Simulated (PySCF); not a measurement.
Identify the unknown among the candidates.

All candidates are C4H5NS.

| technique | computed result |
| --- | --- |
| UV, strongest line | among the 6 lowest singlet transitions: S2 at 5.73 eV (216 nm, f = 0.172) [TDDFT PBE0/def2-SVPD] |
| Dipole | 2.23 D [PBE0/def2-SVPD] |
| Polarisability | 73.3 au [PBE0/def2-SVPD] |
| UV, first state | lowest singlet excitation: 2.55 eV (486 nm, f = 0.000) [TDDFT PBE0/def2-SVPD] |
| Rotational structure | rotational constants A, B, C: 6.817, 1.606, 1.381 GHz [PBE0-D3(BJ)/def2-SVP] |

Gas-phase values; electronic properties from PySCF, density fitting. Levels stand in brackets. The structure is a single PBE0-D3(BJ)/def2-SVP conformer in the gas phase; no vibrational or solvent corrections.

Question: Which candidate is it?
A. `CC(=S)CC#N`
B. `Nc1cccs1`
C. `Cc1cncs1`
D. `Cc1cscn1`

Answer: A. It is `CC(=S)CC#N`. Numbering: `[CH3:1][C:2](=[S:3])[CH2:4][C:5]#[N:6]`. Its formula, C4H5NS, gives 3 degrees of unsaturation: 0 rings and 3 π bonds in the structure found. S1 is mainly HOMO→LUMO (weight 1.00); the largest Löwdin shares of the orbital it empties are 0.76 on the thiocarbonyl sulfur, 0.12 on the thiocarbonyl carbon, 0.04 on the methyl carbon and 0.04 on the sp3 carbon next to a nitrile, of the orbital it fills 0.42 on the thiocarbonyl sulfur, 0.39 on the thiocarbonyl carbon, 0.05 on the methyl carbon and 0.05 on the sp3 carbon next to a nitrile. The optimised geometry has point group C1 and is an asymmetric top.

The others, at the same levels:
- `Cc1cscn1` fails: its computed lowest singlet excitation is 5.44 eV (228 nm, f = 0.000) (against 2.55 eV), static isotropic polarisability is 70.5 au (against 73.3 au) and rotational constant A is 7.338 GHz (against 6.817 GHz).
- `Cc1cncs1` fails: its computed lowest singlet excitation is 5.38 eV (230 nm, f = 0.001) (against 2.55 eV), static isotropic polarisability is 70.1 au (against 73.3 au) and rotational constant A is 5.395 GHz (against 6.817 GHz).
- `Nc1cccs1` fails: its computed lowest singlet excitation is 4.65 eV (267 nm, f = 0.009) (against 2.55 eV), rotational constant A is 5.321 GHz (against 6.817 GHz) and smallest rotational constant is 2.018 GHz (against 1.381 GHz).

Each candidate is one conformer, not necessarily the lowest. The conformers computed, where there is a choice (atom-mapped SMILES and torsion angles):
- `[CH3:1][C:2](=[S:3])[CH2:4][C:5]#[N:6]`: C1–C2–C4–C5 -39°
- `[NH2:1][c:2]1[cH:3][cH:4][cH:5][s:6]1`: H–N1–C2–C3 -22°, H–N1–C2–C3 -153°
